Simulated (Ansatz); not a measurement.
# UBHLYP/aug-cc-pVDZ run of C2H5O (ethoxy radical)

Aim: the vertical doublet–quartet gap of C2H5O (ethoxy radical) at UBHLYP/aug-cc-pVDZ, from 2 runs. 

The calculation is run with Ansatz 0.2.0.

33 further runs of the same task are left out: 33 set aside as unsound or not needed.

## (1) The system as given

C2H5O has 8 atoms, charge 0, and is taken as a doublet. As SMILES, `CC[O]`. The coordinates come from a PBE0-D4/def2-TZVP relaxation.

Bond lengths: C1–C2 1.515 Å, C2–O3 1.356 Å, C1–H4 1.093 Å, C1–H5 1.092 Å, C1–H6 1.092 Å, C2–H7 1.108 Å, C2–H8 1.108 Å. Some angles: C1–C2–O3 115.9°, C1–C2–H7 111.7°, C1–C2–H8 111.7°, O3–C2–H7 107.2°, O3–C2–H8 107.0°, C2–C1–H4 110.8°, C2–C1–H5 110.5°, C2–C1–H6 110.5°, H7–C2–H8 102.4°, H4–C1–H5 108.4°.

## (2) A single-point energy at UBHLYP/aug-cc-pVDZ

File job.yaml:

```yaml
crystal:
  periodic: [false, false, false]
  atoms:
    - symbol: C
      position_ang: [-0.448800, 0.594100, -0.264500]
    - symbol: C
      position_ang: [0.392800, -0.560600, 0.239800]
    - symbol: O
      position_ang: [1.676500, -0.263400, 0.560000]
    - symbol: H
      position_ang: [-1.464700, 0.263300, -0.495200]
    - symbol: H
      position_ang: [-0.010900, 1.018500, -1.170000]
    - symbol: H
      position_ang: [-0.505800, 1.382200, 0.488700]
    - symbol: H
      position_ang: [0.422200, -1.394700, -0.489000]
    - symbol: H
      position_ang: [-0.061300, -1.039300, 1.130100]
basis:
  gaussian:
    orbitals: aug-cc-pVDZ
total_charge: 0
magnetization:
  spin_polarized: true
  initial_magnetization: 1
hamiltonian:
  xc: {name: BHLYP}
accuracy: high
output: {orbitals: {seedname: orbitals}}
```

On the command line:

```sh
$ ansatz run job.yaml --threads 1 --pin off --max-ram 3480MiB --events-out events.jsonl --progress --plain --runs-dir runs
```

The log of the run:

```text
Warning: RAYON_NUM_THREADS=1 ignored (pool sized by the plan → 1); use --threads N
Functional definition: BHLYP
  name "BHLYP"
  parameter a = 0.5
  exchange = (1 - a)*b88_x + a*exact_x
  correlation = lyp_c
2272 factors; integrals over basis functions are off by at most 3.0e-9 eV
mean field evaluation 1: about -4193.9206 eV, gradient 3.1e1 eV
mean field evaluation 2: about -4195.5643 eV, gradient 2.7e1 eV
mean field evaluation 4: about -4198.7934 eV, gradient 2.1e0 eV
mean field evaluation 8: about -4198.8242 eV, gradient 1.5e-1 eV
mean field evaluation 16: about -4198.8245 eV, gradient 1.4e-3 eV
mean field evaluation 32: about -4198.8245 eV, gradient 2.2e-7 eV
mean field -4198.82452147 eV, -154.3039550986 hartree, gradient 4.7e-8 eV, S^2 0.755996; 2 other end points of the search recorded, 0 dependent functions left out
reference -4198.82455386 eV, -154.3039562889 hartree; 13, 12 occupied and 101, 102 virtual orbitals, 2272 factors
Total energy: -4198.82455386 eV, -154.3039562889 hartree
```

Run time: 18 s. Hardware: 1 thread of Intel Xeon 6975P-C (Granite Rapids), shared host; peak memory 0.47 GiB.

## (3) The quartet, same level

File in.yaml:

```yaml
crystal:
  periodic: [false, false, false]
  atoms:
    - symbol: C
      position_ang: [-0.448800, 0.594100, -0.264500]
    - symbol: C
      position_ang: [0.392800, -0.560600, 0.239800]
    - symbol: O
      position_ang: [1.676500, -0.263400, 0.560000]
    - symbol: H
      position_ang: [-1.464700, 0.263300, -0.495200]
    - symbol: H
      position_ang: [-0.010900, 1.018500, -1.170000]
    - symbol: H
      position_ang: [-0.505800, 1.382200, 0.488700]
    - symbol: H
      position_ang: [0.422200, -1.394700, -0.489000]
    - symbol: H
      position_ang: [-0.061300, -1.039300, 1.130100]
basis:
  gaussian: {orbitals: aug-cc-pVDZ}
magnetization: {spin_polarized: true, initial_magnetization: 3}
hamiltonian: {xc: {name: BHLYP}}
accuracy: high
output: {orbitals: {seedname: orbitals}}
```

On the command line:

```sh
$ ansatz run in.yaml --threads 1 --pin off --max-ram 3480MiB --events-out events.jsonl --progress --plain --runs-dir runs
```

The log of the run:

```text
Warning: RAYON_NUM_THREADS=1 ignored (pool sized by the plan → 1); use --threads N
[... 5 set-up lines as earlier in the session ...]
2272 factors; integrals over basis functions are off by at most 3.0e-9 eV
mean field evaluation 1: about -4186.8378 eV, gradient 3.1e1 eV
mean field evaluation 2: about -4182.0757 eV, gradient 4.5e1 eV
mean field evaluation 4: about -4191.8248 eV, gradient 2.3e0 eV
mean field evaluation 8: about -4191.9006 eV, gradient 2.3e-1 eV
mean field evaluation 16: about -4191.9027 eV, gradient 2.0e-3 eV
mean field evaluation 32: about -4191.9027 eV, gradient 9.6e-8 eV
mean field -4191.90267558 eV, -154.0495819538 hartree, gradient 9.6e-8 eV, S^2 3.766968; 2 other end points of the search recorded, 0 dependent functions left out
reference -4191.90269976 eV, -154.0495828424 hartree; 14, 11 occupied and 100, 103 virtual orbitals, 2272 factors
Total energy: -4191.90269976 eV, -154.0495828424 hartree
```

Wall time 10 s (1 thread of Intel Xeon 6975P-C (Granite Rapids), shared host); peak memory 0.45 GiB.

## (4) Outcome

Level: UBHLYP/aug-cc-pVDZ.

| quantity | value |
| --- | --- |
| doublet: total energy | -154.30396 Eh |
| doublet: HOMO energy (highest over α and β) | -9.34 eV |
| doublet: LUMO energy (lowest over α and β) | -1.83 eV |
| doublet: ⟨S²⟩ | 0.756 |
| quartet: total energy | -154.04958 Eh |
| quartet: HOMO energy (highest over α and β) | -2.54 eV |
| quartet: ⟨S²⟩ | 3.767 |
| vertical energy of the quartet above the doublet | 6.922 eV |

In words: At this shape the quartet lies 6.92 eV (160 kcal/mol) above the doublet.
